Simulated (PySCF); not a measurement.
# BH5SSi: the cost of one run

The runs use PySCF 2.14.0, with density-fitted response routines of our own; the level of theory stands in each step. All values are computed, except where a source is named. Atoms are numbered from 0 throughout.

### Step 1. The molecule as given

8 atoms, charge 0, multiplicity 1; geometry from: GFN2-xTB. The atoms were then displaced at random by about 0.01 Å, so the start is not that level's minimum.

Bonds of the start (Å): B0–S1 1.77, S1–Si2 2.18, B0–H3 1.17, B0–H4 1.14, Si2–H5 1.46, Si2–H6 1.46, Si2–H7 1.43.

### Step 2. Relaxing the molecule at PBE0-D3(BJ)/def2-SVP

What the job is given:

```
{"job": {"xc": "PBE0", "basis": "def2-SVP", "d3": "d3bj", "grid": 1, "shake": 0.01, "kind": "geom"}, "charge": 0, "multiplicity": 1}
B      1.741460     0.047410     0.311790
S      0.247550     0.188190     1.254880
Si    -1.379430    -0.051470    -0.181490
H      1.704580    -0.104580    -0.850750
H      2.733280     0.171680     0.863310
H     -1.263690     1.029510    -1.156110
H     -1.205200    -1.357980    -0.802420
H     -2.523420     0.058110     0.663810
```

Command:

```
$ OMP_NUM_THREADS=1 python probes_run.py task.json out
```

The driver reads the jobs from task.json and runs them one after another.

**Question.** How long does this first job take on 1 thread of Arm Neoverse N1, shared host, and how much memory does it need?

About 16 s, with a peak of 0.33 GiB.
